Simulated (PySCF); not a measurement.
SH⁻: from constants to spectrum

RHF-CCSD(T) constants of SH⁻, ¹Σ⁺ (singlet), closed shell (PySCF, no relativity, basis sets H aug-pcseg-1, S aug-pcseg-1; masses 1.0078 and 31.9721 u):

* ωe: 2637.7 cm⁻¹
* ωexe: 55.6 cm⁻¹
* Be: 9.3542 cm⁻¹
* αe: 0.294 cm⁻¹
* D (centrifugal): 0.000471 cm⁻¹

Q: Give the band origin of the fundamental and the first lines of its P and R branches.

A: ν0 = ωe − 2ωexe = 2526.5 cm⁻¹, B0 = 9.2072, B1 = 8.9132 cm⁻¹.

```tsv
J″	P(J″) − ν0	R(J″) − ν0
0		17.825
1	-18.413	35.050
2	-37.402	51.664
3	-56.956	67.657
4	-77.065	83.017
5	-97.716	97.731
6	-118.899	111.791
```

Q: Near which J would the R branch turn back, without centrifugal distortion?

A: At J ≈ (B0 + B1)/(2(B0 − B1)) − 1 ≈ 30.

Correlated steps freeze 5 core orbitals.
